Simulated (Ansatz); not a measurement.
in.yaml

```yaml
crystal:
  periodic: [false, false, false]
  atoms:
    - {symbol: Si, position_ang: [0.038602, 0.000001, 1.777534]}
    - {symbol: As, position_ang: [-0.041196, 0.000000, -0.642113]}
    - {symbol: H, position_ang: [0.993268, 1.094128, -0.900271]}
    - {symbol: H, position_ang: [0.993261, -1.094135, -0.900270]}
basis:
  gaussian: {orbitals: cc-pVDZ}
total_charge: 1
magnetization: {spin_polarized: false, initial_magnetization: 4}
correlation: {method: bccd, electrons: outside_noble_gas}
accuracy: high
output: {forces: true}
```

```sh
$ ansatz run in.yaml --threads 1 --pin off --events-out ev --progress --plain --max-ram 2393MiB
```

Log:

```
1165 factors; integrals over basis functions are off by at most 4.5e-9 eV
mean field evaluation 1: about -68675.3854 eV, gradient 9.3e0 eV
mean field evaluation 2: about -68675.4034 eV, gradient 9.3e0 eV
mean field evaluation 4: about -68676.6354 eV, gradient 2.1e0 eV
mean field evaluation 8: about -68676.8581 eV, gradient 1.6e-1 eV
mean field evaluation 16: about -68676.8588 eV, gradient 2.1e-7 eV
mean field evaluation 32: about -68673.5928 eV, gradient 2.8e-1 eV
mean field evaluation 64: about -68673.9434 eV, gradient 4.9e-1 eV
mean field evaluation 96: about -68673.3762 eV, gradient 1.1e-3 eV
mean field -68676.85882429 eV, -2523.8280109458 hartree, gradient 3.2e-8 eV, S^2 6.000000; 3 other end points of the search recorded, 0 dependent functions left out
determinant -68676.85882429 eV, -2523.8280109458 hartree, with singles and doubles -68681.25412807 eV, -2523.9895353805 hartree
determinant -68673.94081107 eV, -2523.7207759377 hartree, with singles and doubles -68678.49298008 eV, -2523.8880650633 hartree
determinant -68673.59521077 eV, -2523.7080753611 hartree, with singles and doubles -68678.55052231 eV, -2523.8901797013 hartree
determinant -68673.37617851 eV, -2523.7000260740 hartree, with singles and doubles -68677.99298412 eV, -2523.8696905508 hartree
19 core orbitals not correlated: weight in the atoms' cores, before any rotation towards them, 1.000 or more for the frozen orbitals, at most 0.000 for the correlated occupied ones
reference -68676.85882429 eV, -2523.8280109458 hartree; 7, 3 occupied and 29, 33 virtual orbitals, 1165 factors
second order -3.42561748 eV of doubles, -0.05277707 eV of singles
cycle   1  -4.39700062 eV  change   -1.7e-3 eV  update   1.1e-2
cycle   2  -4.39267671 eV  change    4.3e-3 eV  update   4.0e-3
...
cycle  15  -4.39230474 eV  change    5.7e-8 eV  update   1.1e-7
cycle  16  -4.39230472 eV  change    2.0e-8 eV  update   6.0e-8
cycle  17  -4.39230469 eV  change    3.2e-8 eV  update   3.6e-8
cycle  18  -4.39230473 eV  change   -4.9e-8 eV  update   7.7e-8
cycle  19  -4.39230475 eV  change   -1.7e-8 eV  update   3.4e-8
cycle  20  -4.39230476 eV  change   -1.1e-8 eV  update   1.3e-8
cycle  21  -4.39230477 eV  change   -3.9e-9 eV  update   6.1e-9
cycle  22  -4.39230477 eV  change   5.7e-10 eV  update   2.8e-9
cycle  23  -4.39230477 eV  change   3.8e-10 eV  update   1.3e-9
cycle  24  -4.39230477 eV  change  -3.1e-11 eV  update  4.0e-10
the calculation of the forces begins
Total energy: -68681.25112906 eV, -2523.9894251687 hartree
Atom 0 at     0.038602     0.000001     1.777534 Å, force    -0.605041     0.000002     0.059486 eV/Å
Atom 1 at    -0.041196     0.000000    -0.642113 Å, force     2.240153    -0.000007     0.952264 eV/Å
Atom 2 at     0.993268     1.094128    -0.900271 Å, force    -0.817554     0.499041    -0.505875 eV/Å
Atom 3 at     0.993261    -1.094135    -0.900270 Å, force    -0.817558    -0.499036    -0.505875 eV/Å
Dipole moment:     0.103495    -0.000000    -0.107994 e Å
```

Forces (eV/Å):
```
Si  -0.605  0.000  0.059
As   2.240  0.000  0.952
H   -0.818  0.499 -0.506
H   -0.818 -0.499 -0.506
```

Ran on 1 thread of Arm Neoverse V1, shared host: 16 s wall, 0.28 GiB peak host memory.
